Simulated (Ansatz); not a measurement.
A structure relaxed at PBE0-D4/def2-TZVP, charge 0, multiplicity 1:

```xyz
18

C    -0.890    1.934   -1.878
C    -0.750    0.994   -0.730
C     0.407    0.534   -0.268
C     0.613   -0.422    0.868
C     1.404   -1.638    0.389
C    -0.671   -0.848    1.560
H     0.083    2.202   -2.296
H    -1.495    1.496   -2.678
H    -1.395    2.857   -1.574
H    -1.676    0.678   -0.254
H     1.323    0.861   -0.762
H     1.238    0.097    1.610
H     0.822   -2.210   -0.339
H     2.340   -1.341   -0.091
H     1.649   -2.300    1.224
H    -1.327   -1.387    0.870
H    -1.223    0.010    1.951
H    -0.450   -1.515    2.396
```

**Question.** Give its formula and SMILES.

**Answer.** C6H12, `C/C=C/C(C)C`.

**Question.** Point group (tolerance 0.08 Å, 0.16 Å for H)?

**Answer.** C1.

**Question.** Summarise the bond lengths by kind.

**Answer.** 5 × C–C 1.327 to 1.528 Å; 12 × C–H 1.088 to 1.100 Å.

All numbers were calculated with Ansatz.
